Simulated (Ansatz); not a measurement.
Two structures of CH3ClF (charge -1), singlet, reached by relaxing down either side of one saddle point (PBE0-D4/def2-TZVPD). Energies are electronic, without zero-point energy. Computed with Ansatz 0.2.0 (basis: def2-TZVPPD and def2-QZVPPD); correlated methods freeze the cores. Extrapolation: Hartree–Fock as exp(−7.88 √X), correlation as X^−2.97. First:

```xyz
6
angstrom
F -1.0451 0.9740 1.2346
C -0.2659 0.2473 0.3143
Cl 1.5130 -1.4073 -1.7877
H -0.9130 -0.4078 -0.2653
H 0.2439 0.9409 -0.3511
H 0.4673 -0.3471 0.8554
```

Second:

F1  (-1.220, 1.134, 1.441)
C2  (0.147, -0.137, -0.174)
Cl3  (1.173, -1.091, -1.387)
H4  (-0.881, -0.440, -0.307)
H5  (0.277, 0.914, -0.391)
H6  (0.503, -0.380, 0.817)
(Å)

Q: Which bonds change from the first to the second?

A: [CH₃F ([CH3][F]) + Cl]⁻ → [CH₃Cl ([CH3][Cl]) + F]⁻; bonds formed: C2–Cl3; bonds broken: F1–C2.

Q: Give the saddle point's structure and its height above each. (An estimate is asked for; the value comes from the calculation.)

A: The calculation gives: 1.282 eV above the first and 0.139 eV above the second (CCSD(T) at an estimated basis limit (MP2 extrapolated from triple and quadruple zeta, plus CCSD(T) − MP2 in triple zeta)).
| atom | x (Å) | y (Å) | z (Å) |
| --- | --- | --- | --- |
| F1 | -1.1030 | 1.0307 | 1.3021 |
| C2 | 0.0372 | -0.0348 | -0.0439 |
| Cl3 | 1.1911 | -1.1129 | -1.4061 |
| H4 | -0.9179 | -0.4474 | -0.3077 |
| H5 | 0.2810 | 0.9488 | -0.3975 |
| H6 | 0.5116 | -0.3844 | 0.8533 |

T1 diagnostic: at most 0.019.

Labels in which every atom is bracketed show which atoms are joined, not bond orders.

For scale, one of the runs: CCSD(T)/def2-TZVPPD, 179 basis functions, launched by `ansatz run in.yaml --threads 2 --pin off --events-out ev --progress --plain --max-ram 4352MiB`. The run took 46 s on 2 CPU threads of an Arm Neoverse V2 (shared host), with 1.7 GiB of host memory at its peak.
